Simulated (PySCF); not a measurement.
Gas-phase reaction: S + 3 F → SF3

Computed with PySCF (xtb for GFN2) and rigid-rotor harmonic-oscillator thermochemistry at 1 bar. Table values come from the NASA 1993 polynomials. After a fit of one offset per element over all species, the range-separated, M06-2X, PBE0/def2-QZVP and CCSD(T)/def2-TZVPP enthalpies, where run, lie to one side of the table for SF3 (+47 kJ/mol): a fault of the table's entry, another state or a shared error of the levels is possible; this was not checked at source. S°(298 K) at PBE0/def2-TZVP differs from the NASA 1993 table for SF3 (+10 J/mol/K); whether the harmonic model or the table's entry is off was not settled. † marks an energy on the PBE0/def2-TZVP geometry and frequencies; other levels use their own. CCSD(T) freezes the core. 6-31G* has spherical d functions here. Open shells (unrestricted): S (multiplicity 3, electronic degeneracy 9), F (multiplicity 2, electronic degeneracy 6), SF3 (multiplicity 2). GFN2 has no spin-polarisation term. Spin-orbit splitting is ignored; it lowers the true energy and changes the entropy of S, F. B3LYP is the form with VWN-RPA correlation. For this reaction the table lies outside the span of B3LYP, CCSD(T), M06-2X, MP2, PBE0, r2SCAN, ωB97M-V, ωB97X-V in their largest bases here; which side is off was not settled. CCSD(T) isn't extrapolated to the basis-set limit; its ΔH°(298 K) is -739.3 kJ in def2-SVP and -893.9 kJ in def2-TZVPP. The harmonic model lacks anharmonicity and excited electronic states, which grow with temperature; levels with a mode under 35 cm⁻¹ are left out. The table's entry may be an old estimate for SF3 (not checked at source). Warning, point group unlike the PBE0 one: SF3 (GFN2-xTB).

```tsv
level	ΔH°(298 K), kJ	minus table	ΔG°(1800 K), kJ
table	-1018.2	-	-349.7
B3LYP/6-31G*	-915.1	103.1	-261.6
B3LYP/def2-TZVP†	-960.4	57.8	-305.9
CCSD(T)/def2-SVP†	-739.3	278.9	-84.8
CCSD(T)/def2-TZVPP†	-893.9	124.3	-239.3
GFN2-xTB	-1112.5	-94.3	-460.6
PBE/def2-SVP	-1043.3	-25.1	-401.2
PBE/def2-TZVP†	-1092.7	-74.5	-438.2
PBE0/def2-SVP†	-889.0	129.2	-234.4
r2SCAN/def2-TZVP†	-1011.6	6.6	-357.1
```
